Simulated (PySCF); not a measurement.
Several species in one continuum solvent.

Level: wB97X-D/pcSseg-2 in PySCF, non-relativistic, each on one gas-phase PBE0-D3(BJ)/def2-TZVP geometry that isn't relaxed in the solvent. The solvent is an IEF-PCM continuum (Bondi radii, 1.10 Å for H, scaled by 1.2). Specific hydrogen bonds and non-electrostatic terms are outside this model.

Question: Order them by E(solvent) − E(gas) in chloroform (ε = 4.711), most negative first (kJ/mol).
A. `C=C` (C2H4)
B. `N#CO` (CHNO)
C. `c1ccsc1` (C4H4S)
D. `N=C=O` (CHNO)

Answer: B (-30.6), D (-13.9), C (-8.2), A (-4.1).

```csv
SMILES,charge,ΔE (kJ/mol),polarisation term (kJ/mol),HOMO shift (eV),dipole gas (D),dipole solvent (D),atoms
N#CO,0,-30.6,-35.3,-0.03,4.03,4.80,4
N=C=O,0,-13.9,-15.4,+0.07,2.18,2.54,4
c1ccsc1,0,-8.2,-8.8,+0.01,0.51,0.63,9
C=C,0,-4.1,-4.3,0.00,0.00,0.00,6
```

The polarisation term is half the interaction of the solute with the induced surface charges.

Note: wB97X-D ran without an empirical dispersion term, which enters the total energy and its gradient alone.
